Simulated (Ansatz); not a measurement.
acetamide (C2H5NO), SMILES CC(N)=O.

Coordinates come from a PBE-D3(BJ)/def2-SVP optimisation. A frequency run showed that this geometry is not a minimum. One conformer was computed; it need not be the lowest.

Two levels are set side by side: PBE/def2-SVPD (Ansatz, an electronic-structure program) and CAM-B3LYP/def2-SVPD (Ansatz). Energy differences of separate SCF runs at the same geometry; the states with an electron removed or added have multiplicity 2 and 2. Differences are taken from unrounded values.

| quantity | CAM-B3LYP | PBE | PBE minus CAM-B3LYP |
|---|---|---|---|
| vertical ionisation energy (eV) | 9.94 | 9.76 | -0.18 |
| vertical singlet–triplet gap (eV) | 5.09 | 5.14 | 0.05 |

Here PBE gives about what the other level gives.
